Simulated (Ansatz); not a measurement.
```yaml
crystal:
  periodic: [false, false, false]
  atoms:
    - {symbol: B, position_ang: [-1.494035, 0.502097, -0.983046]}
    - {symbol: Si, position_ang: [0.404670, 1.023342, -0.422634]}
    - {symbol: Si, position_ang: [1.075151, -0.974564, 1.027180]}
    - {symbol: H, position_ang: [-1.975425, -0.192604, -1.572885]}
    - {symbol: H, position_ang: [-2.665308, 1.014669, -0.337558]}
    - {symbol: H, position_ang: [0.603499, 1.997516, 0.378198]}
    - {symbol: H, position_ang: [1.194810, 0.712435, -1.670575]}
    - {symbol: H, position_ang: [0.671941, -2.300500, 0.236801]}
    - {symbol: H, position_ang: [0.349362, -1.021834, 2.106894]}
    - {symbol: H, position_ang: [2.197038, -0.681132, 1.377189]}
basis:
  gaussian: {orbitals: def2-TZVP}
total_charge: 1
magnetization: {spin_polarized: true, initial_magnetization: 1}
hamiltonian: {xc: {name: r2SCAN}}
accuracy: high
relax: {f_tol: 0.001, max_steps: 1}
```

```sh
$ ansatz run in.yaml --threads 2 --pin off --events-out ev --progress --plain --max-ram 4352MiB
```

**Question.** How does Ansatz answer? (Estimate.)

**Answer.** The calculation gave: The run did not converge.
```
Functional definition: r2SCAN
2992 factors; integrals over basis functions are off by at most 2.2e-9 eV
mean field evaluation 1: about -16526.6713 eV, gradient 2.1e1 eV
mean field evaluation 2: about -16522.9732 eV, gradient 2.5e1 eV
mean field evaluation 4: about -16529.8251 eV, gradient 2.5e0 eV
mean field evaluation 8: about -16529.9050 eV, gradient 4.0e-1 eV
mean field evaluation 16: about -16529.9071 eV, gradient 8.0e-4 eV
mean field -16529.90707696 eV, -607.4628807047 hartree, gradient 7.7e-8 eV, S^2 0.770399; 3 other end points of the search recorded, 0 dependent functions left out
reference -16529.90708169 eV, -607.4628808787 hartree; 20, 19 occupied and 127, 128 virtual orbitals, 2992 factors
relax step   1: F+E_penalty+E_count = -16529.90707696 eV  Δ(F+E_penalty+E_count) = +0.000e0 eV  max|allowed force component| = 8.805e0 eV/Å  Δτ_max = 0.0000 Å  (71 SCF iters, accepted)
Error: geometry relaxation did not converge after 1 steps: max|allowed force component| = 8.80e0 eV/Å (threshold 1.0e-3). Raise `relax.max_steps` over both its present limit and 1, loosen `relax.f_tol`, or start from a geometry closer to equilibrium. Where this run's directory can be resumed (`checkpoint.write`), a resume goes on for up to `relax.max_steps` more
```
